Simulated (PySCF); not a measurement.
C₃H₆Cl, charge -2, doublet, at the geometry of the source list (a state made from the parent by changing its charge; the spin is typed, not shown lowest) (in this run its highest filled SCF level lies above zero, so its values depend strongly on the basis, on diffuse functions most of all); PBE0/STO-3G run with PySCF.

PySCF was given this input:
```python
from pyscf import gto, scf, dft

mol = gto.Mole()
mol.atom = '''
    C     0.049790   -0.684144    0.000000
    C     1.522748   -0.286968    0.000000
    C    -0.842839    0.541121    0.000000
    H    -0.179108   -1.293917    0.879201
    H    -0.179108   -1.293917   -0.879201
    Cl   -2.575649    0.097943    0.000000
    H     1.772043    0.305904   -0.884730
    H     1.772043    0.305904    0.884730
    H    -0.669958    1.154036    0.886460
    H    -0.669958    1.154036   -0.886460
'''
mol.basis = 'sto-3g'
mol.charge = -2
mol.spin = 1
mol.verbose = 5
mol.build()

mf = dft.UKS(mol)
mf.xc = 'pbe0'
mf.kernel()
```

Task: Predict the main parts of the log of this PySCF run.

Result: 
```
PySCF version 2.14.0

[INPUT] verbose = 5
[INPUT] max_memory = 4000
[INPUT] num. atoms = 10
[INPUT] num. electrons = 43
[INPUT] charge = -2
[INPUT] spin (= nelec alpha-beta = 2S) = 1
[INPUT] symmetry False subgroup None
[INPUT] Mole.unit = angstrom
[INPUT] Symbol           X                Y                Z      unit          X                Y                Z       unit  Magmom
[...]
[INPUT] ---------------- BASIS SET ----------------
[INPUT] l, kappa, [nprim/nctr], expnt,             c_1 c_2 ...
[INPUT] Cl
[...]
                                109.5358542       0.5353281423
                                29.64467686       0.4446345422
[...]
                                9.053563477       0.3995128261
                                2.944499834       0.7001154689
[...]
                                0.5940934274      0.2255954336
                                0.232524141       0.900398426
[...]
                                9.053563477       0.6076837186
                                2.944499834       0.3919573931
[...]
                                0.5940934274      0.5951670053
                                0.232524141       0.462001012
[INPUT] H
[...]
                                0.62391373        0.53532814
                                0.1688554         0.44463454
[INPUT] C
[...]
                                13.045096         0.53532814
                                3.5305122         0.44463454
[...]
                                0.6834831         0.39951283
                                0.2222899         0.70011547
[...]
                                0.6834831         0.60768372
                                0.2222899         0.39195739

nuclear repulsion = 150.483161698838
number of shells = 20
number of NR pGTOs = 90
number of NR cGTOs = 30
basis = sto-3g
ecp = {}

******** <class 'pyscf.dft.uks.UKS'> ********
method = UKS
initial guess = minao
damping factor = 0
level_shift factor = 0
DIIS = <class 'pyscf.scf.diis.CDIIS'>
diis_start_cycle = 1
diis_space = 8
diis_damp = 0
SCF conv_tol = 1e-09
SCF conv_tol_grad = None
SCF max_cycles = 50
direct_scf = True
direct_scf_tol = 1e-13
number electrons alpha = 22  beta = 21
XC library pyscf.dft.libxc version 7.1.2
    S. Lehtola, C. Steigemann, M. J. T. Oliveira, and M. A. L. Marques,  SoftwareX 7, 1–5 (2018)
XC functionals = pbe0
    C. Adamo and V. Barone,  J. Chem. Phys. 110, 6158 (1999)
    M. Ernzerhof and G. E. Scuseria,  J. Chem. Phys. 110, 5029 (1999)
radial grids:
    Treutler-Ahlrichs [JCP 102, 346 (1995); DOI:10.1063/1.469408] (M4) radial grids

becke partition: Becke, JCP 88, 2547 (1988); DOI:10.1063/1.454033
pruning grids: <function nwchem_prune>
grids dens level: 3
symmetrized grids: False
atomic radii adjust function: <function treutler_atomic_radii_adjust>
small_rho_cutoff = 0
Set gradient conv threshold to 3.16228e-05
atom C rad-grids = 75, ang-grids = [ 50  50  50  50  50  50  50  50  50  50  50  50  50  50  50  50  50  50
  50  50  50  50  86  86  86  86  86  86  86  86  86  86 266 266 266 266
 266 266 302 302 302 302 302 302 302 302 302 302 302 302 302 302 302 302
 302 302 302 302 266 266 266 266 266 266 266 266 266 266 266 266 266 266
 266 266 266]
atom H rad-grids = 50, ang-grids = [ 50  50  50  50  50  50  50  50  50  50  50  50  50  50  50  86  86  86
  86 266 266 266 266 266 302 302 302 302 302 302 302 302 302 302 302 302
 302 266 266 266 266 266 266 266 266 266 266 266 266 266]
atom Cl rad-grids = 80, ang-grids = [ 50  50  50  50  50  50  50  50  50  50  50  50  50  50  50  50  50  50
  50  50  50  50  50  50  86  86  86  86  86  86  86  86  86  86  86  86
  86 350 350 350 350 350 350 350 350 350 434 434 434 434 434 434 434 434
 434 434 434 434 434 434 434 434 434 434 350 350 350 350 350 350 350 350
 350 350 350 350 350 350 350 350]
tot_boxes 2496, boxes in each direction [14 11 10]
Padding 6 grids
tot grids = 120088
nelec by numeric integration = [20.34915665 20.34915665]
E1 = -1079.7872740682224  E2 = 358.07485295937767  Ecoul = 404.3977922866809  Exc = -46.32293932730322
init E= -571.229259410007
cond(S) = 11.822845584018962

  alpha mo_energy =
[-1.00869061e+02 -1.01285533e+01 -1.01245556e+01 -1.00873370e+01
 -9.53794721e+00 -7.28176353e+00 -7.27896260e+00 -7.27892819e+00
 -1.00381107e+00 -8.94809222e-01 -7.41996317e-01 -6.68012973e-01
 -5.24321962e-01 -4.87340693e-01 -4.53931007e-01 -4.38949762e-01
 -3.77867587e-01 -3.67611055e-01 -3.63644688e-01 -3.40996191e-01
 -1.59188397e-01  6.64729284e-02  3.02735017e-01  3.36313675e-01
  3.42130547e-01  3.90613814e-01  4.01185371e-01  4.07942622e-01
  4.27816596e-01  4.67430284e-01]
  beta  mo_energy =
[-1.00869061e+02 -1.01285533e+01 -1.01245556e+01 -1.00873370e+01
 -9.53794721e+00 -7.28176353e+00 -7.27896260e+00 -7.27892819e+00
 -1.00381107e+00 -8.94809222e-01 -7.41996317e-01 -6.68012973e-01
 -5.24321962e-01 -4.87340693e-01 -4.53931007e-01 -4.38949762e-01
 -3.77867587e-01 -3.67611055e-01 -3.63644688e-01 -3.40996191e-01
 -1.59188397e-01  6.64729284e-02  3.02735017e-01  3.36313675e-01
  3.42130547e-01  3.90613814e-01  4.01185371e-01  4.07942622e-01
  4.27816596e-01  4.67430284e-01]
multiplicity <S^2> = 0.75  2S+1 = 2
nelec by numeric integration = [22.00004082 21.00003993]
E1 = -1110.7060435388512  E2 = 389.6213739952216  Ecoul = 437.35107735637905  Exc = -47.72970336115749
cycle= 1 E= -570.601507844792  delta_E= 0.628  |g|= 0.386  |ddm|= 3.14
  alpha mo_energy =
[-9.98692918e+01 -9.45686413e+00 -9.29000056e+00 -9.03003798e+00
 -8.61295942e+00 -6.35882345e+00 -6.34985103e+00 -6.34982677e+00
 -2.46836828e-01 -1.68324726e-01 -6.69747252e-02  4.02583781e-03
  6.89405001e-02  1.58089167e-01  1.79901453e-01  1.95522632e-01
  2.41335497e-01  2.78639115e-01  2.96795934e-01  3.16428508e-01
  6.09301647e-01  7.04838796e-01  9.16938744e-01  9.75332747e-01
  1.00753545e+00  1.05905674e+00  1.05950159e+00  1.13767320e+00
  1.18326186e+00  1.18634035e+00]
  beta  mo_energy =
[-9.98666265e+01 -9.45670702e+00 -9.27359677e+00 -9.02900919e+00
[...]
 -2.72777133e-01 -2.01559479e-01 -8.50217905e-02 -5.36082149e-02
  4.16419473e-02  1.36738901e-01  1.45404144e-01  1.68851565e-01
  1.99799798e-01  2.29604215e-01  2.82797020e-01  2.85423126e-01
  4.99319400e-01  8.13673514e-01  8.86672253e-01  9.57644836e-01
  9.83747168e-01  9.99168121e-01  1.02163191e+00  1.06471546e+00
  1.08164123e+00  1.10799635e+00]
multiplicity <S^2> = 0.75249387  2S+1 = 2.0024923
nelec by numeric integration = [22.00003854 21.00003685]
E1 = -1108.1162052815325  E2 = 386.92701703296655  Ecoul = 434.5246668690312  Exc = -47.597649836064676
cycle= 6 E= -570.706026549728  delta_E= -2.85e-06  |g|= 0.000285  |ddm|= 0.00402
  alpha mo_energy =
[-9.99049175e+01 -9.54113366e+00 -9.45602528e+00 -9.28964216e+00
 -8.64630565e+00 -6.39282651e+00 -6.38302723e+00 -6.38300732e+00
 -2.92914402e-01 -2.12268894e-01 -1.02593269e-01 -5.56116968e-02
  3.71953850e-02  1.31089349e-01  1.32396880e-01  1.36030687e-01
  1.99467080e-01  2.14189447e-01  2.73489150e-01  2.76347241e-01
  4.92022509e-01  6.27172510e-01  8.82270796e-01  9.45887962e-01
  9.69440419e-01  9.84860689e-01  1.00625541e+00  1.05540733e+00
  1.07773307e+00  1.10534130e+00]
  beta  mo_energy =
[-9.99020466e+01 -9.54193253e+00 -9.43731316e+00 -9.28891793e+00
 -8.64245066e+00 -6.38287876e+00 -6.38103625e+00 -6.38101255e+00
 -2.72747552e-01 -2.01558505e-01 -8.49615249e-02 -5.36176244e-02
  4.16520912e-02  1.36759782e-01  1.45440304e-01  1.68875323e-01
  1.99804751e-01  2.29621140e-01  2.82815058e-01  2.85438581e-01
  4.99303181e-01  8.13722869e-01  8.86671455e-01  9.57621264e-01
  9.83796704e-01  9.99198047e-01  1.02168262e+00  1.06475957e+00
  1.08164148e+00  1.10799296e+00]
multiplicity <S^2> = 0.75255082  2S+1 = 2.0025492
nelec by numeric integration = [22.00003854 21.00003685]
E1 = -1108.1160676646625  E2 = 386.92687928534025  Ecoul = 434.52455410169597  Exc = -47.59767481635574
cycle= 7 E= -570.706026680484  delta_E= -1.31e-07  |g|= 5.64e-05  |ddm|= 0.00103
  alpha mo_energy =
[-9.99049299e+01 -9.54115856e+00 -9.45609427e+00 -9.28960328e+00
 -8.64631730e+00 -6.39283799e+00 -6.38303897e+00 -6.38301906e+00
 -2.92931361e-01 -2.12273610e-01 -1.02609574e-01 -5.56094168e-02
  3.71884229e-02  1.31078633e-01  1.32381189e-01  1.36012449e-01
  1.99469087e-01  2.14188152e-01  2.73479368e-01  2.76338721e-01
  4.92033866e-01  6.27147936e-01  8.82266008e-01  9.45879101e-01
  9.69426574e-01  9.84846543e-01  1.00623764e+00  1.05539897e+00
  1.07773766e+00  1.10534603e+00]
  beta  mo_energy =
[-9.99020592e+01 -9.54196042e+00 -9.43738049e+00 -9.28887781e+00
 -8.64246255e+00 -6.38289085e+00 -6.38104812e+00 -6.38102441e+00
 -2.72762603e-01 -2.01565117e-01 -8.49788305e-02 -5.36141334e-02
  4.16468018e-02  1.36746749e-01  1.45421919e-01  1.68865377e-01
  1.99808154e-01  2.29613325e-01  2.82803976e-01  2.85428731e-01
  4.99321684e-01  8.13696324e-01  8.86669114e-01  9.57620049e-01
  9.83777369e-01  9.99182573e-01  1.02166439e+00  1.06474990e+00
  1.08164508e+00  1.10799643e+00]
multiplicity <S^2> = 0.75255372  2S+1 = 2.0025521
nelec by numeric integration = [22.00003854 21.00003685]
E1 = -1108.1163277284718  E2 = 386.92713934642006  Ecoul = 434.524821172853  Exc = -47.597681826432975
cycle= 8 E= -570.706026683214  delta_E= -2.73e-09  |g|= 2.37e-05  |ddm|= 0.000146
  alpha mo_energy =
[-9.99049321e+01 -9.54114532e+00 -9.45607694e+00 -9.28961959e+00
 -8.64631870e+00 -6.39283946e+00 -6.38304039e+00 -6.38302047e+00
 -2.92926249e-01 -2.12270626e-01 -1.02606847e-01 -5.56113231e-02
  3.71932584e-02  1.31081591e-01  1.32384209e-01  1.36019318e-01
  1.99466170e-01  2.14188788e-01  2.73479813e-01  2.76339842e-01
  4.92026845e-01  6.27154480e-01  8.82271255e-01  9.45883864e-01
  9.69431113e-01  9.84855112e-01  1.00624136e+00  1.05539824e+00
  1.07773427e+00  1.10534398e+00]
  beta  mo_energy =
[-9.99020613e+01 -9.54194845e+00 -9.43736347e+00 -9.28889349e+00
 -8.64246394e+00 -6.38289226e+00 -6.38104953e+00 -6.38102582e+00
 -2.72758309e-01 -2.01563078e-01 -8.49765904e-02 -5.36155771e-02
  4.16514266e-02  1.36749244e-01  1.45428135e-01  1.68866554e-01
  1.99805828e-01  2.29614280e-01  2.82804271e-01  2.85429617e-01
  4.99317152e-01  8.13701369e-01  8.86674658e-01  9.57626026e-01
  9.83780320e-01  9.99188528e-01  1.02166704e+00  1.06475086e+00
  1.08164227e+00  1.10799471e+00]
multiplicity <S^2> = 0.75255421  2S+1 = 2.0025526
nelec by numeric integration = [22.00003854 21.00003685]
E1 = -1108.1162480466792  E2 = 386.92705966413723  Ecoul = 434.52473968129175  Exc = -47.59768001715452
cycle= 9 E= -570.706026683704  delta_E= -4.9e-10  |g|= 5e-06  |ddm|= 5.58e-05
  alpha mo_energy =
[-9.99049332e+01 -9.54114696e+00 -9.45607948e+00 -9.28961639e+00
 -8.64631978e+00 -6.39284056e+00 -6.38304146e+00 -6.38302154e+00
 -2.92927050e-01 -2.12271257e-01 -1.02607199e-01 -5.56107438e-02
  3.71923832e-02  1.31081038e-01  1.32383733e-01  1.36018365e-01
  1.99467177e-01  2.14188939e-01  2.73479060e-01  2.76339060e-01
  4.92027963e-01  6.27153487e-01  8.82270197e-01  9.45882942e-01
  9.69430618e-01  9.84854236e-01  1.00624134e+00  1.05539889e+00
  1.07773540e+00  1.10534493e+00]
  beta  mo_energy =
[-9.99020624e+01 -9.54195067e+00 -9.43736621e+00 -9.28889002e+00
 -8.64246501e+00 -6.38289336e+00 -6.38105060e+00 -6.38102688e+00
 -2.72759421e-01 -2.01563970e-01 -8.49770433e-02 -5.36146537e-02
  4.16504440e-02  1.36748925e-01  1.45426943e-01  1.68866117e-01
  1.99806981e-01  2.29613870e-01  2.82803567e-01  2.85428805e-01
  4.99318889e-01  8.13700043e-01  8.86673630e-01  9.57624633e-01
  9.83780051e-01  9.99187473e-01  1.02166687e+00  1.06475133e+00
  1.08164330e+00  1.10799541e+00]
multiplicity <S^2> = 0.75255428  2S+1 = 2.0025527
nelec by numeric integration = [22.00003854 21.00003685]
E1 = -1108.1162591523525  E2 = 386.92707076977445  Ecoul = 434.5247508269251  Exc = -47.59768005715061
Extra cycle  E= -570.70602668374  delta_E= -3.62e-11  |g|= 2.44e-06  |ddm|= 1.52e-05
converged SCF energy = -570.70602668374  <S^2> = 0.75255428  2S+1 = 2.0025527
```
